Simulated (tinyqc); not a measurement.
Inside a calculation (part 1 of 2). Method: ROHF in the sto-6g basis, for LiH, spin multiplicity 3. Computed by tinyqc, a small Python program that keeps every step (integrals from PySCF). Settings: charge = 0, multiplicity = 3, basis = sto-6g, energy threshold = 1e-10, iteration cap = 88, orthogonalisation = canonical, start = core, DIIS depth = 6, method = ROHF. Command: `OMP_NUM_THREADS=1 python tinyqc.py 24817 24818 out.jsonl` (the two numbers bound the seeds that draw the settings). One thread of a shared host (Intel(R) Xeon(R) Processor @ 2.60GHz), about 0.08 s of CPU time with the checks. Later iterations appear only in the table of the cycle.

## One-electron integrals

Geometry (angstrom):

| atom | x | y | z |
|---|---|---|---|
| Li | 0.000000 | 0.000000 | 0.000000 |
| H | 0.000000 | 0.000000 | 2.831000 |

Basis sto-6g: exponents (1/bohr^2) and contraction coefficients of normalised primitives:

| element | l (shell) | exponent | coefficient |
|---|---|---|---|
| Li | s (1) | 167.175846 | 0.009164 |
| Li | s (1) | 30.651508 | 0.049361 |
| Li | s (1) | 8.575187 | 0.168538 |
| Li | s (1) | 2.945808 | 0.370563 |
| Li | s (1) | 1.143944 | 0.416492 |
| Li | s (1) | 0.471139 | 0.130334 |
| Li | s (2) | 6.597564 | -0.013253 |
| Li | s (2) | 1.305830 | -0.046992 |
| Li | s (2) | 0.405851 | -0.033785 |
| Li | s (2) | 0.156146 | 0.250242 |
| Li | s (2) | 0.067814 | 0.595117 |
| Li | s (2) | 0.031084 | 0.240706 |
| Li | p (3) | 6.597564 | 0.003760 |
| Li | p (3) | 1.305830 | 0.037679 |
| Li | p (3) | 0.405851 | 0.173897 |
| Li | p (3) | 0.156146 | 0.418036 |
| Li | p (3) | 0.067814 | 0.425860 |
| Li | p (3) | 0.031084 | 0.101708 |
| H | s (1) | 35.523221 | 0.009164 |
| H | s (1) | 6.513144 | 0.049361 |
| H | s (1) | 1.822143 | 0.168538 |
| H | s (1) | 0.625955 | 0.370563 |
| H | s (1) | 0.243077 | 0.416492 |
| H | s (1) | 0.100112 | 0.130334 |

Overlap, kinetic and nuclear-attraction integrals over the contracted functions; the nuclear repulsion is the sum of Za Zb / Rab.

nuclear repulsion = 0.56076709 hartree

overlap S, lower triangle:
```
           1Li 1s    1Li 2s   1Li 2px   1Li 2py   1Li 2pz     2H 1s
1Li 1s   1.000000
1Li 2s   0.235742  1.000000
1Li 2px  0.000000  0.000000  1.000000
1Li 2py  0.000000  0.000000  0.000000  1.000000
1Li 2pz  0.000000  0.000000  0.000000  0.000000  1.000000
2H 1s    0.004425  0.148003  0.000000  0.000000  0.225517  1.000000
```

kinetic energy T (hartree), lower triangle:
```
            1Li 1s     1Li 2s   1Li 2px   1Li 2py   1Li 2pz     2H 1s
1Li 1s    3.616742
1Li 2s   -0.110723   0.106524
1Li 2px   0.000000   0.000000  0.320007
1Li 2py   0.000000   0.000000  0.000000  0.320007
1Li 2pz   0.000000   0.000000  0.000000  0.000000  0.320007
2H 1s    -0.002149  -0.000827  0.000000  0.000000  0.010974  0.768522
```

nuclear attraction V (hartree), lower triangle:
```
            1Li 1s     1Li 2s    1Li 2px    1Li 2py    1Li 2pz      2H 1s
1Li 1s   -8.254067
1Li 2s   -0.872427  -1.385110
1Li 2px   0.000000   0.000000  -1.371784
1Li 2py   0.000000   0.000000   0.000000  -1.371784
1Li 2pz  -0.005438  -0.059722   0.000000   0.000000  -1.411597
2H 1s    -0.016564  -0.198031   0.000000   0.000000  -0.304613  -1.800321
```

core Hamiltonian H = T + V (hartree), lower triangle:
```
            1Li 1s     1Li 2s    1Li 2px    1Li 2py    1Li 2pz      2H 1s
1Li 1s   -4.637324
1Li 2s   -0.983150  -1.278586
1Li 2px   0.000000   0.000000  -1.051776
1Li 2py   0.000000   0.000000   0.000000  -1.051776
1Li 2pz  -0.005438  -0.059722   0.000000   0.000000  -1.091589
2H 1s    -0.018713  -0.198858   0.000000   0.000000  -0.293639  -1.031799
```

## Two-electron integrals

Functions are numbered as in S; the eight-fold symmetry (ij|kl) = (ji|kl) = (kl|ij) leaves the list below.

Two-electron integrals (ij|kl) in chemists' order, unique and non-zero (hartree):
```
(11|11) 1.681247   (21|11) 0.242603   (21|21) 0.044507   (22|11) 0.397190
(22|21) 0.090279   (22|22) 0.290625   (31|31) 0.009437   (32|31) 0.014261
(32|32) 0.064236   (33|11) 0.397190   (33|21) 0.090279   (33|22) 0.290625
(33|33) 0.313125   (41|41) 0.009437   (42|41) 0.014261   (42|42) 0.064236
(43|43) 0.016875   (44|11) 0.397190   (44|21) 0.090279   (44|22) 0.290625
(44|33) 0.279374   (44|44) 0.313125   (51|51) 0.009437   (52|51) 0.014261
(52|52) 0.064236   (53|53) 0.016875   (54|54) 0.016875   (55|11) 0.397190
(55|21) 0.090279   (55|22) 0.290625   (55|33) 0.279374   (55|44) 0.279374
(55|55) 0.313125   (61|11) 0.004347   (61|21) 0.000790   (61|22) 0.001659
(61|33) 0.001635   (61|44) 0.001635   (61|51) 0.000106   (61|52) 0.000231
(61|55) 0.001708   (61|61) 0.000016   (62|11) 0.035582   (62|21) 0.008331
(62|22) 0.032406   (62|33) 0.030539   (62|44) 0.030539   (62|51) 0.001186
(62|52) 0.009969   (62|55) 0.036140   (62|61) 0.000185   (62|62) 0.009328
(63|31) 0.000353   (63|32) 0.002227   (63|53) 0.001068   (63|63) 0.000334
(64|41) 0.000353   (64|42) 0.002227   (64|54) 0.001068   (64|64) 0.000334
(65|11) 0.051974   (65|21) 0.012212   (65|22) 0.048330   (65|33) 0.045228
(65|44) 0.045228   (65|51) 0.001861   (65|52) 0.015723   (65|55) 0.054535
(65|61) 0.000275   (65|62) 0.014758   (65|65) 0.023414   (66|11) 0.186919
(66|21) 0.044062   (66|22) 0.184096   (66|33) 0.171724   (66|44) 0.171724
(66|51) 0.005434   (66|52) 0.058087   (66|55) 0.208837   (66|61) 0.000969
(66|62) 0.074675   (66|65) 0.120379   (66|66) 0.774999
```

## Orthogonalisation

S = U s U^T; canonical form X = U s^(-1/2), so that X^T S X = 1. Each column of U has its largest component positive (the first on a tie).

eigenvalues of S: 0.685750  0.829806  1.000000  1.000000  1.165897  1.318547

X:
```
                 1          2          3         4          5         6
1Li 1s   -0.521647   0.616127   0.000000  0.000000  -0.511200  0.383294
1Li 2s    0.707990  -0.435798   0.000000  0.000000  -0.367300  0.508829
1Li 2px   0.000000   0.000000   0.996967  0.077820   0.000000  0.000000
1Li 2py   0.000000   0.000000  -0.077820  0.996967   0.000000  0.000000
1Li 2pz   0.482512   0.636346   0.000000  0.000000   0.547206  0.343100
2H 1s    -0.672364  -0.480241   0.000000  0.000000   0.402542  0.484635
```

Within a degenerate level the vectors are fixed only up to a rotation; this is one choice.

## Starting guess

The start is the orbitals of the core Hamiltonian; D(s) = C_occ C_occ^T for each spin.

D(alpha) at the start, lower triangle:
```
            1Li 1s     1Li 2s   1Li 2px   1Li 2py   1Li 2pz     2H 1s
1Li 1s    1.059638
1Li 2s   -0.253170   1.074463
1Li 2px   0.000000   0.000000  0.000000
1Li 2py   0.000000   0.000000  0.000000  0.000000
1Li 2pz   0.002754  -0.022016  0.000000  0.000000  0.713911
2H 1s     0.017283  -0.068936  0.000000  0.000000  0.320436  0.147078
```

D(beta) at the start, lower triangle:
```
            1Li 1s     1Li 2s   1Li 2px   1Li 2py   1Li 2pz     2H 1s
1Li 1s    1.014909
1Li 2s   -0.034074   0.001144
1Li 2px   0.000000   0.000000  0.000000
1Li 2py   0.000000   0.000000  0.000000  0.000000
1Li 2pz   0.000118  -0.000004  0.000000  0.000000  0.000000
2H 1s     0.004069  -0.000137  0.000000  0.000000  0.000000  0.000016
```

## Iteration 1: building the Fock matrix

J_ij = sum D_kl (ij|kl) with D = D(alpha) + D(beta), K_ij = sum D_kl (ik|jl) for each spin; F = H + J - K(s); E = tr D H + tr D J / 2 - 0.5 sum_s tr D(s) K(s) + E_nn.

Coulomb J (hartree), lower triangle:
```
           1Li 1s    1Li 2s   1Li 2px   1Li 2py   1Li 2pz     2H 1s
1Li 1s   4.115306
1Li 2s   0.652469  1.345850
1Li 2px  0.000000  0.000000  1.334269
1Li 2py  0.000000  0.000000  0.000000  1.334269
1Li 2pz  0.001259  0.014506  0.000000  0.000000  1.369016
2H 1s    0.011853  0.148416  0.000000  0.000000  0.221727  0.887909
```

exchange K(alpha) (hartree), lower triangle:
```
           1Li 1s    1Li 2s   1Li 2px   1Li 2py   1Li 2pz     2H 1s
1Li 1s   1.713344
1Li 2s   0.252851  0.363155
1Li 2px  0.000000  0.000000  0.084284
1Li 2py  0.000000  0.000000  0.000000  0.084284
1Li 2pz  0.000045  0.007477  0.000000  0.000000  0.331631
2H 1s    0.007679  0.064859  0.000000  0.000000  0.135469  0.206884
```

exchange K(beta) (hartree), lower triangle:
```
           1Li 1s    1Li 2s   1Li 2px   1Li 2py   1Li 2pz     2H 1s
1Li 1s   1.689866
1Li 2s   0.231419  0.039410
1Li 2px  0.000000  0.000000  0.008681
1Li 2py  0.000000  0.000000  0.000000  0.008681
1Li 2pz  0.000258  0.000058  0.000000  0.000000  0.008691
2H 1s    0.003943  0.000655  0.000000  0.000000  0.000086  0.000014
```

F(alpha) (hartree), lower triangle:
```
            1Li 1s     1Li 2s   1Li 2px   1Li 2py    1Li 2pz      2H 1s
1Li 1s   -2.235362
1Li 2s   -0.583532  -0.295891
1Li 2px   0.000000   0.000000  0.198208
1Li 2py   0.000000   0.000000  0.000000  0.198208
1Li 2pz  -0.004224  -0.052693  0.000000  0.000000  -0.054204
2H 1s    -0.014539  -0.115300  0.000000  0.000000  -0.207381  -0.350774
```

F(beta) (hartree), lower triangle:
```
            1Li 1s     1Li 2s   1Li 2px   1Li 2py    1Li 2pz      2H 1s
1Li 1s   -2.211884
1Li 2s   -0.562101   0.027854
1Li 2px   0.000000   0.000000  0.273811
1Li 2py   0.000000   0.000000  0.000000  0.273811
1Li 2pz  -0.004437  -0.045273  0.000000  0.000000   0.268736
2H 1s    -0.010803  -0.051097  0.000000  0.000000  -0.071998  -0.143904
```

total energy of this density = -7.60124185 hartree

## Iteration 1: Roothaan effective Fock matrix

With projectors Pc = D(beta) S, Po = (D(alpha) - D(beta)) S, Pv = 1 - D(alpha) S, the block xy is Px^T F Py; with Fc = (F(alpha) + F(beta))/2, the blocks are Fc for cc, oo, vv and cv, F(beta) for co and F(alpha) for ov.

effective F (hartree), lower triangle:
```
            1Li 1s     1Li 2s   1Li 2px   1Li 2py    1Li 2pz      2H 1s
1Li 1s   -2.223419
1Li 2s   -0.569704  -0.133568
1Li 2px   0.000000   0.000000  0.236009
1Li 2py   0.000000   0.000000  0.000000  0.236009
1Li 2pz  -0.003884  -0.045433  0.000000  0.000000   0.104843
2H 1s    -0.012395  -0.090479  0.000000  0.000000  -0.137359  -0.245630
```

## Iteration 1: diagonalisation and new density

Diagonalise F' = X^T F X, C = X C', fill 3 alpha and 1 beta electrons from the bottom; D(s) = C_occ C_occ^T. Each column has its largest component positive (the first on a tie).

F' = X^T F X (hartree), lower triangle:
```
           1          2         3         4          5          6
1  -0.200319
2   0.416774  -0.502092
3   0.000000   0.000000  0.236009
4   0.000000   0.000000  0.000000  0.236009
5  -0.400392   0.781031  0.000000  0.000000  -0.829622
6   0.474045  -0.488458  0.000000  0.000000   0.597052  -0.740597
```

orbital energies (hartree): MO1 -2.224417, MO2 -0.272701, MO3 0.045177, MO4 0.179311, MO5 0.236009, MO6 0.236009

coefficients C:
```
               MO1        MO2        MO3        MO4        MO5       MO6
1Li 1s    0.994643  -0.054490  -0.260100  -0.005585   0.000000  0.000000
1Li 2s    0.021812   0.189025   1.023800   0.024758   0.000000  0.000000
1Li 2px   0.000000   0.000000   0.000000   0.000000  -0.141979  0.989870
1Li 2py   0.000000   0.000000   0.000000   0.000000   0.989870  0.141979
1Li 2pz   0.002363   0.201361  -0.024571   1.006852   0.000000  0.000000
2H 1s    -0.001784   0.891718  -0.318343  -0.427915   0.000000  0.000000
```

D(alpha) after iteration 1, lower triangle:
```
            1Li 1s     1Li 2s   1Li 2px   1Li 2py   1Li 2pz     2H 1s
1Li 1s    1.059937
1Li 2s   -0.254895   1.084373
1Li 2px   0.000000   0.000000  0.000000
1Li 2py   0.000000   0.000000  0.000000  0.000000
1Li 2pz  -0.002231   0.012958  0.000000  0.000000  0.041156
2H 1s     0.032436  -0.157401  0.000000  0.000000  0.187375  0.896506
```

D(beta) after iteration 1, lower triangle:
```
            1Li 1s     1Li 2s   1Li 2px   1Li 2py    1Li 2pz     2H 1s
1Li 1s    0.989316
1Li 2s    0.021695   0.000476
1Li 2px   0.000000   0.000000  0.000000
1Li 2py   0.000000   0.000000  0.000000  0.000000
1Li 2pz   0.002351   0.000052  0.000000  0.000000   0.000006
2H 1s    -0.001775  -0.000039  0.000000  0.000000  -0.000004  0.000003
```

Within a degenerate level the vectors are fixed only up to a rotation; this is one choice.

## Iteration 2: building the Fock matrix

As before.

Coulomb J (hartree), lower triangle:
```
           1Li 1s    1Li 2s   1Li 2px   1Li 2py   1Li 2pz     2H 1s
1Li 1s   3.955503
1Li 2s   0.619555  1.272135
1Li 2px  0.000000  0.000000  1.260006
1Li 2py  0.000000  0.000000  0.000000  1.260006
1Li 2pz  0.005575  0.056517  0.000000  0.000000  1.296395
2H 1s    0.011332  0.175484  0.000000  0.000000  0.267962  1.288768
```

exchange K(alpha) (hartree), lower triangle:
```
           1Li 1s    1Li 2s   1Li 2px   1Li 2py   1Li 2pz     2H 1s
1Li 1s   1.707077
1Li 2s   0.243079  0.321379
1Li 2px  0.000000  0.000000  0.073105
1Li 2py  0.000000  0.000000  0.000000  0.073105
1Li 2pz  0.001093  0.018572  0.000000  0.000000  0.121874
2H 1s    0.005542  0.086392  0.000000  0.000000  0.153627  0.727840
```

exchange K(beta) (hartree), lower triangle:
```
           1Li 1s    1Li 2s   1Li 2px   1Li 2py   1Li 2pz     2H 1s
1Li 1s   1.673816
1Li 2s   0.249571  0.048056
1Li 2px  0.000000  0.000000  0.009984
1Li 2py  0.000000  0.000000  0.000000  0.009984
1Li 2pz  0.000868  0.000238  0.000000  0.000000  0.009979
2H 1s    0.004884  0.000960  0.000000  0.000000  0.000138  0.000023
```

F(alpha) (hartree), lower triangle:
```
            1Li 1s     1Li 2s   1Li 2px   1Li 2py    1Li 2pz      2H 1s
1Li 1s   -2.388899
1Li 2s   -0.606674  -0.327830
1Li 2px   0.000000   0.000000  0.135125
1Li 2py   0.000000   0.000000  0.000000  0.135125
1Li 2pz  -0.000956  -0.021776  0.000000  0.000000   0.082932
2H 1s    -0.012923  -0.109765  0.000000  0.000000  -0.179305  -0.470871
```

F(beta) (hartree), lower triangle:
```
            1Li 1s     1Li 2s   1Li 2px   1Li 2py    1Li 2pz     2H 1s
1Li 1s   -2.355638
1Li 2s   -0.613166  -0.054507
1Li 2px   0.000000   0.000000  0.198245
1Li 2py   0.000000   0.000000  0.000000  0.198245
1Li 2pz  -0.000731  -0.003442  0.000000  0.000000   0.194827
2H 1s    -0.012265  -0.024334  0.000000  0.000000  -0.025816  0.256946
```

total energy of this density = -7.85911748 hartree

## Iteration 2: Roothaan effective Fock matrix

As before.

effective F (hartree), lower triangle:
```
            1Li 1s     1Li 2s   1Li 2px   1Li 2py    1Li 2pz      2H 1s
1Li 1s   -2.372070
1Li 2s   -0.614399  -0.193740
1Li 2px   0.000000   0.000000  0.166685
1Li 2py   0.000000   0.000000  0.000000  0.166685
1Li 2pz  -0.000517  -0.010590  0.000000  0.000000   0.189942
2H 1s    -0.012037  -0.070209  0.000000  0.000000  -0.047839  -0.133058
```

## Iteration 2: DIIS over 2 matrices

error matrix X^T (FDS - SDF) X:
```
           1          2         3         4          5         6
1   0.000000  -0.007366  0.000000  0.000000   0.017744  0.022847
2   0.007366   0.000000  0.000000  0.000000   0.015921  0.038521
3   0.000000   0.000000  0.000000  0.000000   0.000000  0.000000
4   0.000000   0.000000  0.000000  0.000000   0.000000  0.000000
5  -0.017744  -0.015921  0.000000  0.000000   0.000000  0.017937
6  -0.022847  -0.038521  0.000000  0.000000  -0.017937  0.000000
```

B (overlaps of the stored error matrices):
```
               1              2
1  1.2714271e-01  2.3978693e-02
2  2.3978693e-02  5.9003920e-03
```

Minimise |sum c_i e_i|^2 with sum c_i = 1: solve [B -1; -1 0][c; lambda] = [0; -1] with B_ij = tr e_i^T e_j, and take F = sum c_i F_i.

DIIS coefficients: -0.212472  1.212472

extrapolated F (hartree), lower triangle:
```
            1Li 1s     1Li 2s   1Li 2px   1Li 2py    1Li 2pz      2H 1s
1Li 1s   -2.403654
1Li 2s   -0.623895  -0.206524
1Li 2px   0.000000   0.000000  0.151956
1Li 2py   0.000000   0.000000  0.000000  0.151956
1Li 2pz   0.000199  -0.003187  0.000000  0.000000   0.208024
2H 1s    -0.011961  -0.065902  0.000000  0.000000  -0.028818  -0.109140
```

## Iteration 2: diagonalisation and new density

As before.

F' = X^T F X (hartree), lower triangle:
```
           1          2         3         4          5          6
1  -0.226892
2   0.474199  -0.558545
3   0.000000   0.000000  0.151956
4   0.000000   0.000000  0.000000  0.151956
5  -0.428966   0.815472  0.000000  0.000000  -0.832798
6   0.476888  -0.518356  0.000000  0.000000   0.764700  -0.698696
```

orbital energies (hartree): MO1 -2.405145, MO2 -0.132404, MO3 -0.008213, MO4 0.151956, MO5 0.151956, MO6 0.228831

coefficients C:
```
               MO1        MO2        MO3        MO4       MO5        MO6
1Li 1s    0.993548  -0.121507  -0.240061   0.000000  0.000000  -0.020911
1Li 2s    0.026089   0.449601   0.935230   0.000000  0.000000   0.086657
1Li 2px   0.000000   0.000000   0.000000  -0.080423  0.996761   0.000000
1Li 2py   0.000000   0.000000   0.000000   0.996761  0.080423   0.000000
1Li 2pz   0.000515   0.001726  -0.055364   0.000000  0.000000   1.025592
2H 1s    -0.002841   0.835414  -0.556258   0.000000  0.000000  -0.268829
```

D(alpha) after iteration 2, lower triangle:
```
            1Li 1s     1Li 2s   1Li 2px   1Li 2py   1Li 2pz     2H 1s
1Li 1s    1.059531
1Li 2s   -0.253221   1.077477
1Li 2px   0.000000   0.000000  0.000000
1Li 2py   0.000000   0.000000  0.000000  0.000000
1Li 2pz   0.013592  -0.050989  0.000000  0.000000  0.003068
2H 1s     0.029205  -0.144700  0.000000  0.000000  0.032237  1.007348
```

D(beta) after iteration 2, lower triangle:
```
            1Li 1s     1Li 2s   1Li 2px   1Li 2py    1Li 2pz     2H 1s
1Li 1s    0.987138
1Li 2s    0.025920   0.000681
1Li 2px   0.000000   0.000000  0.000000
1Li 2py   0.000000   0.000000  0.000000  0.000000
1Li 2pz   0.000511   0.000013  0.000000  0.000000   0.000000
2H 1s    -0.002823  -0.000074  0.000000  0.000000  -0.000001  0.000008
```

Within a degenerate level the vectors are fixed only up to a rotation; this is one choice.

## Iteration 9 (converged): orbitals

converged F (hartree), lower triangle:
```
            1Li 1s     1Li 2s   1Li 2px   1Li 2py    1Li 2pz      2H 1s
1Li 1s   -2.382006
1Li 2s   -0.617356  -0.191820
1Li 2px   0.000000   0.000000  0.162408
1Li 2py   0.000000   0.000000  0.000000  0.162408
1Li 2pz  -0.003961   0.011182  0.000000  0.000000   0.168109
2H 1s    -0.012624  -0.062337  0.000000  0.000000  -0.050124  -0.122806
```

As before.

F' = X^T F X (hartree), lower triangle:
```
           1          2         3         4          5          6
1  -0.212055
2   0.467964  -0.566684
3   0.000000   0.000000  0.162408
4   0.000000   0.000000  0.000000  0.162408
5  -0.424228   0.792711  0.000000  0.000000  -0.850483
6   0.483009  -0.525231  0.000000  0.000000   0.738540  -0.698717
```

orbital energies (hartree): MO1 -2.383432, MO2 -0.138514, MO3 -0.009733, MO4 0.162408, MO5 0.162408, MO6 0.203739

coefficients C:
```
               MO1        MO2        MO3        MO4       MO5        MO6
1Li 1s    0.993696  -0.093624  -0.247607   0.000000  0.000000  -0.049617
1Li 2s    0.025515   0.340772   0.964679   0.000000  0.000000   0.193918
1Li 2px   0.000000   0.000000   0.000000  -0.021916  0.999760   0.000000
1Li 2py   0.000000   0.000000   0.000000   0.999760  0.021916   0.000000
1Li 2pz   0.001963   0.040890  -0.178382   0.000000  0.000000   1.010649
2H 1s    -0.002788   0.885209  -0.416375   0.000000  0.000000  -0.350207
```

D(alpha) after iteration 9, lower triangle:
```
            1Li 1s     1Li 2s   1Li 2px   1Li 2py   1Li 2pz     2H 1s
1Li 1s    1.057506
1Li 2s   -0.245412   1.047382
1Li 2px   0.000000   0.000000  0.000000
1Li 2py   0.000000   0.000000  0.000000  0.000000
1Li 2pz   0.042291  -0.158097  0.000000  0.000000  0.033496
2H 1s     0.017450  -0.100084  0.000000  0.000000  0.110465  0.956972
```

D(beta) after iteration 9, lower triangle:
```
            1Li 1s     1Li 2s   1Li 2px   1Li 2py    1Li 2pz     2H 1s
1Li 1s    0.987431
1Li 2s    0.025354   0.000651
1Li 2px   0.000000   0.000000  0.000000
1Li 2py   0.000000   0.000000  0.000000  0.000000
1Li 2pz   0.001951   0.000050  0.000000  0.000000   0.000004
2H 1s    -0.002771  -0.000071  0.000000  0.000000  -0.000005  0.000008
```

Within a degenerate level the vectors are fixed only up to a rotation; this is one choice.

## Convergence

Stop when the energy changes by less than 1e-10 hartree and every element of the error matrix X^T (F D S - S D F) X is below 3e-06.

Course of the cycle:

| iteration | E (hartree) | change | largest element of the error matrix |
|---|---|---|---|
| 1 | -7.60124185 | - | 1.68e-01 |
| 2 | -7.85911748 | -2.58e-01 | 3.85e-02 |
| 3 | -7.86454745 | -5.43e-03 | 1.87e-02 |
| 4 | -7.86690578 | -2.36e-03 | 7.12e-03 |
| 5 | -7.86745857 | -5.53e-04 | 1.73e-03 |
| 6 | -7.86748907 | -3.05e-05 | 8.82e-05 |
| 7 | -7.86748913 | -5.70e-08 | 1.98e-05 |
| 8 | -7.86748913 | -2.69e-09 | 2.38e-06 |
| 9 | -7.86748913 | -4.31e-11 | 5.62e-08 |

PySCF ROHF in the same basis = -7.86748913 hartree

Converged in 9 iterations.
